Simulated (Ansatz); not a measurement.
# CH5AlS: ladder of basis sets

A script is to give a ladder of basis sets; the system is CH5AlS.

Computed with Ansatz 0.2.0 through its Python package. The levels of theory stand in the script.

**1. The system**

Bond lengths: C1–Al2 1.923 Å, Al2–S3 2.258 Å, C1–H4 1.166 Å, C1–H5 1.123 Å, C1–H6 1.126 Å, Al2–H7 1.623 Å, S3–H8 1.375 Å. Angles: C1–Al2–S3 119.2°, C1–Al2–H7 120.3°, S3–Al2–H7 120.4°, Al2–C1–H4 109.2°, Al2–C1–H5 112.7°, Al2–C1–H6 113.5°, H4–C1–H5 109.4°, H4–C1–H6 105.7°, H5–C1–H6 106.1°, Al2–S3–H8 91.7°.

No structure file is read: the coordinates are typed or built in the script.

**2. The script**

basis_ch5als.py

```python
# -*- coding: utf-8 -*-
'''How the energy of CH5AlS converges with the basis.'''

import warnings

import ansatz as az


def main():
    warnings.simplefilter('ignore', az.DeckWarning)

    geometry_ang = [
        ('C', [-0.6878, 0.9308, -0.4191]),
        ('Al', [0.8014, -0.1651, 0.1094]),
        ('S', [0.5023, -1.7408, 1.6989]),
        ('H', [-0.4185, 2.0522, -0.2464]),
        ('H', [-1.6286, 0.683, 0.1425]),
        ('H', [-0.9434, 0.8437, -1.512]),
        ('H', [2.2542, 0.0368, -0.5843]),
        ('H', [0.2125, -2.6977, 0.7552]),
    ]
    molecule = az.Crystal.molecule()
    for symbol, xyz in geometry_ang:
        molecule = molecule.atom(symbol, xyz)

    base = molecule.calculation().correlation('mp2')

    energies = {}
    for basis in ['cc-pVDZ', 'cc-pVTZ']:
        data = base.basis(gaussian=basis).run().report
        size = data['n_frozen'] + data['n_occupied'][0] + data['n_virtual'][0]
        energies[basis] = (data['reference_energy_ev'] / 27.211386246, data['free_energy_ev'] / 27.211386246)
        print(f'{basis:14s} {size:4d} orbitals  reference {energies[basis][0]:14.6f} Ha  total {energies[basis][1]:14.6f} Ha')

    # two-point extrapolation: the basis-set error of the correlation energy falls as X^-3
    small, large = (energies[b][1] - energies[b][0] for b in ('cc-pVDZ', 'cc-pVTZ'))
    limit = (3 ** 3 * large - 2 ** 3 * small) / (3 ** 3 - 2 ** 3)
    print(f'correlation energy: {small:.6f} and {large:.6f} Ha, extrapolated {limit:.6f} Ha')
    print(f'share caught by the larger set: {100 * large / limit:.1f} %')


if __name__ == '__main__':
    main()
```

**3. The input behind the calls**

The engine receives this input (first run):

```yaml
crystal:
  periodic: [false, false, false]
  atoms:
    - { symbol: C, position_ang: [-0.6878, 0.9308, -0.4191] }
    - { symbol: Al, position_ang: [0.8014, -0.1651, 0.1094] }
    - { symbol: S, position_ang: [0.5023, -1.7408, 1.6989] }
    - { symbol: H, position_ang: [-0.4185, 2.0522, -0.2464] }
    - { symbol: H, position_ang: [-1.6286, 0.683, 0.1425] }
    - { symbol: H, position_ang: [-0.9434, 0.8437, -1.512] }
    - { symbol: H, position_ang: [2.2542, 0.0368, -0.5843] }
    - { symbol: H, position_ang: [0.2125, -2.6977, 0.7552] }
basis:
  gaussian:
    orbitals: cc-pVDZ
correlation:
  method: mp2
```

**4. The run**

Command:

```console
> python basis_ch5als.py
```

Output:

```text
cc-pVDZ          75 orbitals  reference    -680.260707 Ha  total    -680.609355 Ha
cc-pVTZ         168 orbitals  reference    -680.302576 Ha  total    -680.742839 Ha
correlation energy: -0.348648 and -0.440263 Ha, extrapolated -0.478838 Ha
share caught by the larger set: 91.9 %
```

Wall time 3.7 s (1 thread of Arm Neoverse V2, shared host); peak memory 0.33 GiB.

**5. What changed from run to run**

The engine's inputs for the other runs:

Run 2, against run 1:

```diff
@@ -14 +14 @@
-    orbitals: cc-pVDZ
+    orbitals: cc-pVTZ
```

**6. The runs side by side**

The 2 runs, in the order started:

```csv
run,basis,energy (eV),iterations in all,CPU time (s)
1,cc-pVDZ,-18520.3240,14,0.68
2,cc-pVTZ,-18523.9563,14,2.6
```

Correlation energies (total less mean field):

```csv
basis,correlation (eV),share of the last,miss against the last (eV),CPU time (s)
cc-pVDZ,-9.487,79.2 %,+2.493,0.68
cc-pVTZ,-11.980,100.0 %,+0.000,2.6
```

**7. What came out**

| quantity | value |
| --- | --- |
| extrapolated correlation energy | -0.478838 Ha |
| runs compared | 2 |
| correlation energy, last run | -11.980 eV |

What this shows: Against cc-pVDZ: cc-pVTZ -133.5 mHa. The last step alone is -133.48 mHa. From the first set to the last the time grows from 0.7 to 2.6 s. The drop along the ladder measures the basis error, and is no property of the molecule. The geometry is a force-field or estimated start, not a minimum of this method, and the last set is no limit. Much of the fall in a total is atomic energy, which cancels in bond and reaction energies. Inner cores stay frozen, so this is valence correlation. For Al to Cl the sets with a tight d function, cc-pV(X+d)Z, are usual. An extrapolation from small basis sets is rough.
